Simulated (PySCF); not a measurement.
# Highest orbital energy against ionisation energy along the third row

Calculated with PySCF 2.14, no spin-orbit coupling. Each cell gives −ε(HOMO) / ΔSCF in eV; NIST values include spin-orbit coupling, (s) semi-empirical, (t) theoretical.

```json
{"species": "Mg (dyall-av3z, spin-free X2C)", "UHF": "6.896 / 6.615", "LDA": "4.780 / 7.732", "PBE": "4.706 / 7.624", "PBE0": "5.433 / 7.552", "r2SCAN": "4.816 / 7.380", "NIST (lowest levels)": "7.646"}
{"species": "Al (dyall-av3z, spin-free X2C)", "UHF": "5.932 / 5.598", "LDA": "3.005 / 6.025", "PBE": "3.085 / 6.067", "PBE0": "3.899 / 6.087", "r2SCAN": "3.333 / 6.165", "NIST (lowest levels)": "5.986"}
{"species": "Si (dyall-av3z, spin-free X2C)", "UHF": "8.188 / 7.627", "LDA": "4.563 / 8.224", "PBE": "4.598 / 8.189", "PBE0": "5.619 / 8.209", "r2SCAN": "4.898 / 8.311", "NIST (lowest levels)": "8.152"}
{"species": "P (dyall-av3z, spin-free X2C)", "UHF": "10.656 / 9.897", "LDA": "6.285 / 10.567", "PBE": "6.285 / 10.480", "PBE0": "7.523 / 10.520", "r2SCAN": "6.686 / 10.627", "NIST (lowest levels)": "10.487"}
{"species": "S (dyall-av3z, spin-free X2C)", "UHF": "10.301 / 9.216", "LDA": "6.153 / 10.551", "PBE": "6.142 / 10.413", "PBE0": "7.403 / 10.386", "r2SCAN": "6.387 / 10.348", "NIST (lowest levels)": "10.360"}
{"species": "Cl (dyall-av3z, spin-free X2C)", "UHF": "13.063 / 11.747", "LDA": "8.191 / 13.186", "PBE": "8.116 / 12.955", "PBE0": "9.584 / 12.938", "r2SCAN": "8.438 / 12.980", "NIST (lowest levels)": "12.968"}
{"species": "Ar (dyall-av3z, spin-free X2C)", "UHF": "16.065 / 14.537", "LDA": "10.388 / 15.975", "PBE": "10.270 / 15.690", "PBE0": "11.963 / 15.699", "r2SCAN": "10.712 / 15.743", "NIST (lowest levels)": "15.760"}
```

How far is −ε(HOMO) from ΔSCF on average for each method, and why?

UHF 0.84 eV; LDA -4.13 eV; PBE -4.03 eV; PBE0 -2.85 eV; r2SCAN -3.75 eV. Hartree-Fock orbital energies lack relaxation and so exceed the ΔSCF value; semilocal functionals have convex E(N) from self-interaction, so their HOMO lies far too high; exact exchange moves hybrids part of the way back.
